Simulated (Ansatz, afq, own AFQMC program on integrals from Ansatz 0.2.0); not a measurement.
Atomization energy of AlSiH, triplet

```yaml
atoms:
  - { symbol: Si, position_ang: [0.0000, 0.0000, 2.0886] }
  - { symbol: Al, position_ang: [0.0000, 0.0000, -0.2449] }
  - { symbol: H, position_ang: [0.0000, 0.0000, -1.8437] }
```

Connectivity, by distances: Si–AlH.

Atoms in their ground-state spins without spin–orbit coupling (mostly on UHF) minus the molecule (UHF), without zero-point energy. The geometry is a stationary point, not shown to be a minimum.

Basis cc-pVDZ. Only valence electrons are correlated. Integrals, coupled cluster, full CI and functionals: Ansatz 0.2.0; the random walks run on the same integrals in our own AFQMC program. ph-AFQMC/CISD is guided by a CISD state made of CCSD amplitudes; releasing the constraint for a short imaginary time cuts its bias at the price of noise, slowly where states lie close. Error bars are statistical, one sigma. The errors of all members are added in quadrature.

No full CI on the walks' own integrals is used here; CCSDTQ serves as the reference and is uncertain by about the last step of the cluster series. Each member takes its own surest rung, up to full CI.

The best estimate is CCSD(T) at the basis-set limit (CBS: def2-TZVPP and def2-QZVPP, with their diffuse functions for anions and beside diffuse sets, CCSD(T) itself extrapolated) plus the step from CCSD(T) to CCSDTQ in cc-pVDZ. Rows without CBS are in cc-pVDZ, the functionals in def2-TZVP; B2PLYP and the wave-function rows carry a basis error of their own. Core correlation and relativity beyond core potentials are missing, and ± holds the sampling alone.

Cautions: AlSiH (triplet): the released energies are still falling, so no released level is given (meV from the phaseless value at times in 1/Eh: -7 ± 4 at 0.24, -8 ± 4 at 0.51, -14.3 ± 2.4 at 0.99, -19.8 ± 2.1 at 1.62, -25 ± 3 at 2.40), though the last usable value meets CCSDTQ within the noise, its ph-AFQMC/CISD value lies 24 ± 4 meV above CCSDTQ.

Best estimate: 514.8 kJ/mol.

| level | atomization energy (kJ/mol) | error against the best estimate (kJ/mol) |
| --- | --- | --- |
| HF | 338.2 | -176.6 |
| MP2 | 441.8 | -73.0 |
| CCSD | 431.5 | -83.3 |
| CCSD(T) | 443.1 | -71.6 |
| ph-AFQMC/CISD | 445.0 ± 0.4 | -69.7 ± 0.4 |
| HF/CBS | 356.0 | -158.8 |
| MP2/CBS | 502.5 | -12.2 |
| CCSD(T)/CBS | 511.3 | -3.5 |
| PBE | 524.8 | 10.1 |
| r2SCAN | 534.0 | 19.3 |
| PBE0 | 514.0 | -0.8 |
| B3LYP | 501.3 | -13.5 |
| wB97M-V | 507.6 | -7.2 |
| B2PLYP | 493.8 | -20.9 |
| surest rungs in cc-pVDZ | 446.6 | -68.1 |

Correlation beyond CCSD(T) adds 3.5 kJ/mol. Going to the basis-set limit adds 68.1 kJ/mol at CCSD(T). The perturbative (T) step is worth +11.7 kJ/mol. The functionals spread over 40.2 kJ/mol; PBE0 comes nearest and B2PLYP is 20.9 kJ/mol too low.

Best estimates are given only where the step beyond CCSD(T) is under 0.3 eV and no member's determinant is very poor (T1 over 0.05, or 0.07 for open shells, ⟨S²⟩ too high by 0.3, two states mixed), so the hardest cases are missing from such tables.

The functionals ran in a triple-zeta set and keep a basis error of their own, a few kJ/mol for each bond in atomization energies and more for double hybrids, so close places among them and the extrapolated levels can swap.

Each member of a difference takes its own highest rung, so a best estimate needn't equal the limit plus the step of one row. A walk keeps the symmetry of its determinant, which the program's search chose and which needn't be the lowest solution, so a lower state of the same spin and another symmetry isn't excluded.
